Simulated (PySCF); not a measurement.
**NaHO, a cluster of ions: interaction energy**

The task here is to estimate one member of a computed series from the others.

Programs: PySCF 2.14.0. All values are calculated, for the isolated system unless a continuum is named. Atoms count from 0, parts from 1.

## The system as given

3 atoms, charge 0, multiplicity 1; geometry: GFN2-xTB. Parts: 1 = atom 0, `[Na+]`, charge 1; 2 = atoms 1–2, `[OH-]`, charge -1.

Set-up of the first run:

Job settings and geometry (Å):

```
{"job": {"xc": "PBE0", "basis": "def2-TZVPD", "d3": "d3bj", "grid": 3, "kind": "geom", "shake": 0.01}, "charge": 0, "multiplicity": 1, "parts": [{"atoms": "0-0", "charge": 1, "multiplicity": 1}, {"atoms": "1-2", "charge": -1, "multiplicity": 1}]}
Na     0.031678    -0.157541     0.196894
O      0.905458    -0.171338     1.762299
H      1.517388     0.146415     2.403048
```

Run with:

```bash
> OMP_NUM_THREADS=1 python cluster_run.py task.json out
```

This one command runs all jobs of the session in turn.

Steps of the session up to this table: Relaxing the molecule at PBE0-D3(BJ)/def2-TZVPD; Coupled-cluster interaction energy: CCSD(T) and MP2, 1.94 Å; Coupled-cluster interaction energy: CCSD(T) and MP2, 2.04 Å; Coupled-cluster interaction energy: CCSD(T) and MP2, 2.13 Å; Coupled-cluster interaction energy: CCSD(T) and MP2, 1.84 Å; Coupled-cluster interaction energy: CCSD(T) and MP2, 2.42 Å; Coupled-cluster interaction energy: CCSD(T) and MP2, 1.75 Å; Coupled-cluster interaction energy: CCSD(T) and MP2, 2.91 Å; Coupled-cluster interaction energy: CCSD(T) and MP2, 3.88 Å.

One of the session's tables, all rows but one given; the rest of the session is left out.

It belongs to the step «Coupled-cluster interaction energy: CCSD(T) and MP2, 3.88 Å». 

| method | interaction energy (kcal/mol) |
| --- | --- |
| HF/aug-cc-pVDZ | -89.14 |
| MP2/aug-cc-pVDZ | -88.64 |
| CCSD/aug-cc-pVDZ | -88.70 |
| CCSD(T)/aug-cc-pVDZ | -88.68 |
| HF/aug-cc-pVQZ | ? |
| MP2/aug-cc-pVQZ | -88.54 |
| SCS-MP2/aug-cc-pVQZ | -88.58 |
| MP2, extrapolated | -88.52 |
| CCSD(T), limit estimate | -88.56 |

Estimate the missing values for HF/aug-cc-pVQZ.

The run gave: interaction energy (kcal/mol): -89.24. In the column «interaction energy (kcal/mol)» it is the lowest.

A test (T1, the size of the triples or of CCSD(T) less MP2, charge moved between the parts) flags this point.

Limits of these values: A test (T1 over 0.02, large triples or CCSD(T) less MP2, charge moved between the parts) flags the points at 1.94, 2.04, 2.13, 2.42, 2.91, 3.88 Å, so these are not to be taken as benchmarks.
